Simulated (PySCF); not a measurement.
**TDDFT beside published excitation energies**

Published values to compare with (the computed states carry no symmetry labels, so the two lists aren't matched line by line):

| state | E (eV) | f | kind of transition | source |
| --- | --- | --- | --- | --- |
| 1A''[F](π→π*) | 3.54 | 0.004 | vertical emission from the excited-state geometry | [1] |
| 3Σ+(π→π*) | 4.44 |  | vertical absorption | [1] |
| 1Σ-(π→π*) | 4.77 |  | 0-0 transition | [2] |
| 3Δ(π→π*) | 5.21 |  | vertical absorption | [1] |
| 1Δ(π→π*) | 5.48 |  | 0-0 transition | [2] |
| 1Σ-(π→π*) | 5.79 |  | vertical absorption | [3] |
| 1Σ-(π→π*) | 5.80 |  | vertical absorption | [1] |
| 1Δ(π→π*) | 6.07 |  | vertical absorption | [3] |
| 1Δ(π→π*) | 6.07 |  | vertical absorption | [1] |

[1] computed, theoretical best estimate (aug-cc-pVTZ, frozen core, CC3 geometry), gas; Veril, Scemama, Caffarel, Lipparini, Boggio-Pasqua, Jacquemin, Loos, WIREs Comput. Mol. Sci. 2021, 11, e1517 (QUESTDB)
[2] measured, gas; Loos, Lipparini, Boggio-Pasqua, Scemama, Jacquemin (2019), arXiv:1912.04173, literature columns
[3] computed, theoretical best estimate (aug-cc-pVTZ), revised with CC4, gas; Loos, Lipparini, Matthews, Blondel, Jacquemin, revising reference values with EOM-CC4 (2022), arXiv:2204.11658

Cyanoacetylene, C₃HN.
SMILES with atom numbers: `[CH:1]#[C:2][C:3]#[N:4]` (hydrogens: H5 on C1)

Computed, not measured: TDDFT CAM-B3LYP/aug-cc-pVTZ, vertical, gas phase, core orbitals frozen in the response in PySCF 2.14.0, density-fitted response routines. Isolated species at its PBE0-D3(BJ)/def2-TZVP geometry, gas phase.

Computed singlets: 5.24 eV (f 0.000); 5.46 eV (f 0.000 summed over 2 states); 7.76 eV (f 0.000); 7.97 eV (f 0.041 summed over 2 states); 8.09 eV (f 0.000 summed over 2 states); 8.37 eV (f 0.039 summed over 2 states). Computed triplets (Tamm–Dancoff): 4.27, 4.70, 4.70 eV.

How does the lowest computed singlet compare with the best estimate listed for the lowest singlet (vertical absorption)?

5.24 eV against 5.79 eV for 1Σ-(π→π*) [3]: a difference of -0.55 eV. Geometry and basis of the two calculations needn't be the same.

How does the lowest computed triplet compare with the best estimate listed for the lowest triplet (vertical absorption)?

4.27 eV against 4.44 eV for 3Σ+(π→π*) [1]: a difference of -0.17 eV. Geometry and basis of the two calculations needn't be the same.

[F] marks fluorescence, computed at the excited state's geometry. Note on [3]: revises the 2021 QUESTDB value.

Adiabatic (Te) and 0-0 energies refer to the relaxed excited state and aren't the vertical quantity computed here.

The run took 12 s wall on one thread, Arm Neoverse V1 (aarch64), shared host with 32 logical CPUs at a one-minute load of 20, and the process peaked at 0.74 GiB of memory.
